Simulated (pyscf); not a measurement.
H₃Si–O–AsH–AsH₂ + H₂ → H₃Si–O–AsH₂ + AsH₃, a four-centre exchange (singlet surface; As–As, H–H broken, As–H, As–H formed). Single points on ωB97X-D3(BJ)/def2-SVP structures (PySCF, gas phase). Energies in kcal/mol from the separated reactants.

Small-basis levels: PySCF, no dispersion term, spherical d functions. AM1 to PM7: differences of heats of formation from MOPAC, which are fitted to 298 K values and so differ in kind from electronic energies by zero-point and thermal terms. Cost: rough CPU time at the saddle relative to B3LYP/6-31G*+LANL2DZ, from one job on a shared machine.

| level | barrier | reaction energy | cost |
|---|---|---|---|
| HF/3-21G | 78.1 | -3.0 | 0.2 |
| HF/6-31G*+LANL2DZ | 85.2 | -6.1 | 0.1 |
| MP2/6-31G*+LANL2DZ | ? | -1.1 | 0.1 |
| SVWN5/6-31G*+LANL2DZ | ? | +2.5 | 1 |
| B3LYP/STO-3G | 91.0 | +5.1 | 1 |
| B3LYP/6-31G*+LANL2DZ | 61.5 | -1.5 | 1 |
| M06-2X/6-31G*+LANL2DZ | 61.3 | +1.2 | 2 |
| B3LYP/def2-SVP | 59.4 | -0.5 | 2 |
| AM1 | 45.3 | +0.1 | under 0.02 |
| PM3 | 52.2 | +9.2 | under 0.02 |
| PM6 | 87.9 | +32.7 | under 0.02 |
| PM7 | 87.1 | +33.9 | under 0.02 |
| ωB97M-D3(BJ)/def2-TZVP | ? | +1.4 | – |

**Question.** Some entries are withheld; supply them.

**Answer.** 
- MP2/6-31G*+LANL2DZ, barrier: 71.5
- SVWN5/6-31G*+LANL2DZ, barrier: 42.1
- ωB97M-D3(BJ)/def2-TZVP, barrier: 64.0

Against the last row the barrier runs from -21.8 (SVWN5/6-31G*+LANL2DZ) to +27.0 kcal/mol (B3LYP/STO-3G). ωB97M-D3(BJ)/def2-TZVP has limits of its own. The same reactants have a lower exit, to H₃Si–O–AsH• + AsH₂• + H₂ (no saddle counted: cutting one bond costs +46.0 kcal/mol at ωB97M-D3(BJ)/def2-TZVP, against +64.0 kcal/mol here). H₃Si–O–AsH₂ lies 10.7 kcal/mol over its isomer HO–SiH₂–AsH₂ (electronic energy, ωB97M-D3(BJ)/def2-TZVP). One saddle was located; it need not be the lowest between these sides. In the def2 sets elements up to Kr have no core potential.
